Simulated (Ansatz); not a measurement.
Breaking a bond in SiH2F (SMILES F[SiH2])

The species is SiH2F (4 atoms), meant as a doublet with charge 0. As SMILES, `F[SiH2]`. Geometry: relaxed at GFN2-xTB.

```xyz
4

F     1.2056    0.6475   -0.4255
Si   -0.1221   -0.2649   -0.2469
H    -1.2199    0.6785   -0.2616
H     0.1365   -1.0611    0.9340
```

The Si2–H4 distance is scanned; the parts on either side stay rigid. Basis STO-3G, 6 core orbitals frozen in the correlated methods; program Ansatz 0.2.0. FCI is exact within this basis and core. Energies in eV from each method's value at 1.448 Å; open shells run as named. The shape above is that at 1.448 Å.

```json
{"distance (Å)": "1.448", "UHF": "0.00", "USVWN5": "0.00", "U-revPBE": "0.00", "UBHLYP": "0.00", "UBCCD(T)": "0.00", "UCCSDT": "0.00", "FCI": "0.00"}
{"distance (Å)": "1.809", "UHF": "1.29", "USVWN5": "0.81", "U-revPBE": "0.73", "UBHLYP": "1.06", "UBCCD(T)": "0.90", "UCCSDT": "0.89", "FCI": "0.89"}
{"distance (Å)": "2.171", "UHF": "2.69", "USVWN5": "2.23", "U-revPBE": "2.06", "UBHLYP": "2.58", "UBCCD(T)": "2.30", "UCCSDT": "2.29", "FCI": "2.28"}
{"distance (Å)": "2.895", "UHF": "3.21", "USVWN5": "3.71", "U-revPBE": "3.30", "UBHLYP": "3.52", "UBCCD(T)": "3.07", "UCCSDT": "3.07", "FCI": "3.07"}
{"distance (Å)": "3.619", "UHF": "3.24", "USVWN5": "3.90", "U-revPBE": "3.39", "UBHLYP": "3.59", "UBCCD(T)": "3.07", "UCCSDT": "3.08", "FCI": "3.07"}
```

Departure from the FCI curve at its largest: UHF +0.41 eV at 2.17 Å; USVWN5 +0.83 eV at 3.62 Å; U-revPBE +0.32 eV at 3.62 Å; UBHLYP +0.52 eV at 3.62 Å; UBCCD(T) +0.02 eV at 2.17 Å; UCCSDT within 0.005 eV. For the functionals part of the departure is owed to the small basis.
